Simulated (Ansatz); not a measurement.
What does this script print? It uses Ansatz 0.2.0, Python API.

`c3h3no.py`
```python
# -*- coding: utf-8 -*-
import ansatz as az
from ase import Atoms

BASIS = "6-31G*"
FUNCTIONAL = "B3LYP"
FORCE_TOL = 0.02

atoms = Atoms(["N", "C", "C", "C", "O", "H", "H", "H"], positions=[
    (0.5492, -0.0878, 1.3826),
    (0.1879, -0.6294, 0.1754),
    (-0.2228, 0.0787, -0.8586),
    (-0.4698, 0.7223, -1.8049),
    (-0.8949, 1.3232, -2.7548),
    (0.059, 0.8759, 1.5342),
    (0.4577, -0.6641, 2.1763),
    (0.4259, -1.6759, 0.094),
])

first = (
    az.Crystal.molecule_from_ase(atoms).calculation()
    .basis(gaussian=BASIS)
    .functional(FUNCTIONAL)
    .relax(force_tolerance=FORCE_TOL, max_steps=80)
)
atoms.positions = first.run(threads=1, backend="cpu").report["positions_ang"]

start = atoms.get_dihedral(2, 1, 0, 5)
energies = {}
for turn in range(0, 360, 40):
    turned = atoms.copy()
    turned.set_dihedral(2, 1, 0, 5, start + turn, indices=[0, 5, 6])
    model = (
        az.Crystal.molecule_from_ase(turned).calculation()
        .basis(gaussian=BASIS)
        .functional(FUNCTIONAL)
    )
    energies[round((start + turn) % 360)] = model.run(threads=1, backend="cpu").report["free_energy_ev"]
floor = min(energies.values())
print("dihedral C2-C1-N0-H5 (deg)   E - E(min) (kcal/mol)")
for angle, e in sorted(energies.items()):
    print(f"{angle:8d} {23.060548 * (e - floor):14.3f}  " + "#" * int(30 * (e - floor) / max(max(energies.values()) - floor, 1e-9)))
```

```console
$ python c3h3no.py
dihedral C2-C1-N0-H5 (deg)   E - E(min) (kcal/mol)
      40          9.811  ##########
      80         27.894  #############################
     120         19.527  ####################
     160          2.722  ##
     200          2.725  ##
     240         19.531  #####################
     280         27.896  ##############################
     320          9.814  ##########
     360          0.000
```

Caveats:
- The scan is rigid and the energies are electronic, in a modest basis. With rigid groups the curve can differ much from the relaxed path, the start wasn't checked as a minimum of this torsion, and equivalent turns needn't return to the same energy.
- b3lyp holds the VWN-RPA fit, as in Gaussian; the form of ORCA and Turbomole is b3lyp5.
- Wall time of the script: 66 s on 1 thread of Arm Neoverse V2 (shared host), peak memory 0.22 GiB.

(A comment or docstring line of the script was reworded after the run, the code is as it ran; lines on the test bed's own set-up are left out of the output.)
